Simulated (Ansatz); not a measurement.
System: diamond. Method: r²SCAN (Ansatz, a first-principles code, plane waves, PAW).

Numerical settings: plane-wave cutoff 600 eV, 18×18×18 k mesh, finite displacements, scalar-relativistic PAW data made under PBE.

The cell has the measured lattice parameters. Conventional cell: a = 3.5670 Å, b = 3.5670 Å, c = 3.5670 Å, α = 90.00°, β = 90.00°, γ = 90.00°.

```
CELL_PARAMETERS angstrom
      0.00000     1.78350     1.78350
      1.78350     0.00000     1.78350
      1.78350     1.78350     0.00000
ATOMIC_POSITIONS crystal
  C  0.50000 0.50000 0.50000
  C  0.75000 0.75000 0.75000
```

Harmonic phonon frequencies (cm⁻¹; i marks an imaginary mode):

```tsv
q point	frequencies
Γ	0 0 0 1316 1316 1316
X	801 801 1066 1066 1218 1218
L	560 560 1050 1213 1213 1280
```

Measured, for comparison: zone-centre TO phonon frequency 1333 cm⁻¹ (low temperature, zero-point motion not removed; as tabulated in Kunc et al. (2003), arXiv:cond-mat/0304692). Computed (rounded) less measured: zone-centre TO phonon frequency -1 %.

No imaginary mode appears at these points.

Note: the cell isn't this level's own, so it is under some stress, which shifts stiffness and frequencies.
